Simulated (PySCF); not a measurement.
# F2Si (Silicon difluoride): the cost of one run

Programs: PySCF 2.14.0, with density-fitted response routines of our own. Each step states its level of theory. These are calculated values for one molecule in the gas phase, unless marked as measured. Atoms are numbered from 0 throughout.

## 1. Starting geometry

3 atoms, charge 0, multiplicity 1; geometry from: GFN2-xTB. The atoms were then displaced at random by about 0.03 Å, so the start is not that level's minimum.

Bonds of the start (Å): F0–Si1 1.61, Si1–F2 1.58.

## 2. Optimising the geometry at PBE0-D3(BJ)/def2-SVP

What the job is given:

```
{"job": {"xc": "PBE0", "basis": "def2-SVP", "d3": "d3bj", "grid": 1, "shake": 0.03, "kind": "geom"}, "charge": 0, "multiplicity": 1}
F     -1.097920    -0.455070     0.009110
Si    -0.012300     0.729250    -0.031670
F      1.116780    -0.376460    -0.022440
```

On the command line:

```sh
$ OMP_NUM_THREADS=1 python probes_run.py task.json out
```

This one command runs all jobs of the session in turn.

Q: Estimate the wall time and peak memory of this first job on 1 thread of Arm Neoverse V1, shared host.

About 2.6 s, with a peak of 0.24 GiB.
